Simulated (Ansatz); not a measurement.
Gas-phase electronic energies from Ansatz, PBE0-D4/def2-TZVP geometries. CCSD(T)/CBS is the MP2 limit (def2-TZVPP, def2-QZVPP) plus CCSD(T) − MP2 in def2-TZVPP, frozen cores. DFT in def2-TZVPP. HSE06 is defined as in plane-wave codes. Each species was taken in one conformer, which may not be the lowest.

Consider the isomerisation: `CCCCC(C)O` → `CCCC(O)CC`.

`CCCCC(C)O`:

```xyz
21

C    -0.492   -1.733    2.538
C     0.049   -1.237    1.208
C    -0.959   -0.389    0.449
C    -0.489    0.061   -0.926
C     0.692    1.022   -0.911
C     1.116    1.417   -2.312
O     0.422    2.166   -0.116
H     0.244   -2.338    3.072
H    -1.387   -2.345    2.397
H    -0.765   -0.895    3.186
H     0.343   -2.093    0.588
H     0.962   -0.659    1.384
H    -1.210    0.493    1.048
H    -1.887   -0.960    0.335
H    -1.318    0.552   -1.455
H    -0.219   -0.813   -1.531
H     1.540    0.544   -0.410
H     1.417    0.543   -2.895
H     1.954    2.115   -2.276
H     0.289    1.901   -2.843
H    -0.301    2.649   -0.529
```

`CCCC(O)CC`:

Cartesian coordinates in Å:
```
C -1.448 -0.274 2.874
C -0.393 -0.623 1.839
C -0.595 0.108 0.523
C 0.483 -0.176 -0.511
O 1.769 0.191 -0.033
C 0.181 0.481 -1.849
C 1.189 0.136 -2.930
H -1.436 0.796 3.103
H -1.288 -0.814 3.809
H -2.453 -0.520 2.516
H 0.604 -0.393 2.226
H -0.403 -1.703 1.652
H -0.630 1.192 0.703
H -1.570 -0.158 0.098
H 0.554 -1.261 -0.659
H 1.763 1.141 0.124
H 0.145 1.569 -1.700
H -0.825 0.185 -2.164
H 2.200 0.406 -2.620
H 1.185 -0.938 -3.139
H 0.966 0.657 -3.863
```

```
        level  ΔE (kJ/mol)
     HSE06-D4         -1.2
    CAM-B3LYP         -1.8
  HF/def2-SVP         -3.9
HF/def2-TZVPP         -2.1
```

Problem. What does CCSD(T)/CBS give? (Estimate.)

Solution. The calculation gave: -0.8 kJ/mol. The listed levels differ from it by -0.4, -1.0, -3.1, -1.3 kJ/mol.

Largest T1 diagnostic among the species: 0.009.

Leaving LDA and LC-ωPBE aside and taking each functional with its dispersion term where it has one, the values, not all of them listed here, spread over 0.5 kJ/mol, from r2SCAN-D4 to BLYP-D4.

CCSD(T)/CBS has its own doubt, a few kJ/mol and more with outer-core shells, so smaller differences from it don't rank the levels.
